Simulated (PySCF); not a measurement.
Compound: C4H5N.
Structure used (PBE0-D3(BJ)/def2-SVP), in Å, numbered top down from 1:
```xyz
10
C4H5N angstrom
C      1.058   -1.315   -0.072
C      0.813   -0.052    0.298
C     -0.499    0.531    0.192
N     -1.117    1.605    0.414
C     -1.899    0.443   -0.161
H      0.258   -1.947   -0.470
H      2.056   -1.751    0.012
H      1.601    0.594    0.698
H     -2.221    0.532   -1.207
H     -2.618   -0.050    0.507
```

Method: PySCF 2.14.0, density-fitted response routines, TDDFT PBE0/def2-SVPD, vertical, gas phase, core orbitals frozen in the response.

Kohn–Sham orbitals with the atoms that hold most of them (Löwdin shares over 4%, at most four atoms; ? is withheld):

```tsv
orbital	ε (eV)	atoms
HOMO-3	-10.47	N4 42%, C3 18%, C5 14%, C1 8%
HOMO-2	-9.61	C2 28%, C1 18%, C3 17%, C5 13%
HOMO-1	-7.81	N4 42%, C5 29%, C3 19%, C2 4%
HOMO	-7.75	?
LUMO	?	?
LUMO+1	0.84	C1 31%, C5 13%, H7 12%, H6 12%
LUMO+2	1.40	H8 30%, C2 20%, C5 11%, H6 10%
```

**Question.** Give the leading atoms of the LUMO.

**Answer.** C1 (bonded to C and 2 H) 31%; N4 (bonded to 2 C) 22%; C2 (bonded to 2 C and H) 19%; C3 (bonded to 2 C and N) 16%. By element: carbon 66% or more, nitrogen 22%.

**Question.** Which atoms hold the HOMO, and with what shares?

**Answer.** N4 (bonded to 2 C) 29%; C1 (bonded to C and 2 H) 20%; C2 (bonded to 2 C and H) 15%; C3 (bonded to 2 C and N) 12%. By element: carbon 47% or more, nitrogen 29%.

**Question.** What is the LUMO energy, and the HOMO–LUMO gap?

**Answer.** ε(LUMO) = -1.72 eV; the gap is 6.03 eV (0.2215 hartree).

**Question.** The HOMO–LUMO gap is 6.03 eV. Where does the response calculation put the lowest singlet, and from which orbitals?

**Answer.** S1 is at 4.44 eV (f = 0.0002), 1.59 eV below the gap, made of HOMO-1→LUMO (98%). Its leading pair isn't HOMO and LUMO; the energies of that pair differ by 6.09 eV. 

**Question.** One configuration dominates each of S1, S2, S4, S5 and S7. Which, and how do the shares of the two leading atoms of either orbital change from the occupied to the empty one?

**Answer.** 
- S1 (4.44 eV, f 0.0002), HOMO-1→LUMO (98%): N4 42% → 22%, C5 29% → at most 12%, C1 at most 5% → 31%
- S2 (5.63 eV, f 0.302), HOMO→LUMO (92%): N4 29% → 22%, C1 20% → 31%
- S4 (7.06 eV, f 0.147), HOMO-2→LUMO (86%): C2 28% → 19%, C1 18% → 31%, N4 at most 14% → 22%
- S5 (7.44 eV, f 0.044), HOMO→LUMO+1 (98%): N4 29% → at most 12%, C1 20% → 31%, C5 at most 13% → 13%
- S7 (7.64 eV, f 0.078), HOMO-1→LUMO+1 (87%): N4 42% → at most 12%, C5 29% → 13%, C1 at most 5% → 31%

Löwdin shares depend on the basis, the more so with diffuse functions.

One conformer stands for the species.
